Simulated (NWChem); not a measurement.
Ionisation of CN (-1)

```xyz
2

C      0.0000     0.0000     0.6413
N      0.0000     0.0000    -0.5497
```
Charge -1, spin multiplicity 1.

The numbers come from NWChem runs, not from measurements. All single points use one geometry, from PBE/def2-SVP, a minimum by its harmonic frequencies.

Basis set: def2-TZVPD. The species with one electron less has spin multiplicity 2 and keeps the geometry of the parent. Δ marks differences of total energies (open shells unrestricted). −ε marks an orbital energy of the parent. That orbital need not have the symmetry of the hole or added electron in the Δ rows.

The correlated methods keep 2 core orbitals frozen. The structure started from a generated list of species. The anion's geometry comes from a basis without diffuse functions. The stability of the SCF solutions was not checked.

Task: Order these methods by the first vertical ionisation energy they give, lowest first: ΔB2PLYP, −ε(HOMO) of PBE0, ΔLDA (SVWN5), ΔPBE.

Result: −ε(HOMO) of PBE0 (1.35 eV), ΔPBE (3.72 eV), ΔB2PLYP (3.89 eV), ΔLDA (SVWN5) (3.98 eV)
